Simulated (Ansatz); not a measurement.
# HNO3: where a starting geometry ends

The starting geometry of this gas-phase triplet was optimised with GFN2-xTB as a singlet; its bonds are those of `O=NOO`.

| atom | x (Å) | y (Å) | z (Å) |
| --- | --- | --- | --- |
| N | -2.2214 | -1.4298 | -1.1403 |
| O | -1.7653 | -1.5789 | -2.2185 |
| O | -1.2396 | -1.3232 | -0.1641 |
| O | -1.8369 | -1.0823 | 1.0706 |
| H | -1.5087 | -1.7927 | 1.6456 |

Question: Predict what becomes of its bonds when it is optimised with PBE-D3(BJ)/def2-SVP.

Answer: It loosens into HO2 + NO, which stay close as a complex. Contacts that open: N1–O3 (1.39 → 2.38 Å).

The energy falls by 1.53 eV over 31 steps:

```csv
step,E − E(last) (eV)
1,1.528
4,0.940
8,0.325
11,0.268
14,0.262
18,0.214
21,0.093
24,0.028
28,0.000
31,0.000
```

Final geometry (Å):

```xyz
5

N    -1.9046   -2.0153   -1.1028
O    -2.3578   -1.5665   -2.0768
O    -0.6441   -0.7107    0.4353
O    -1.5295   -1.1845    1.2788
H    -2.1357   -1.7300    0.6587
```

No frequencies were run, so the end isn't proven a minimum. Open shells are spin-unrestricted. The triplet needn't be the ground state. Run with Ansatz 0.2.0, 25 s on 2 threads of Intel(R) Xeon(R) 6975P-C (Granite Rapids), with other jobs on the host.
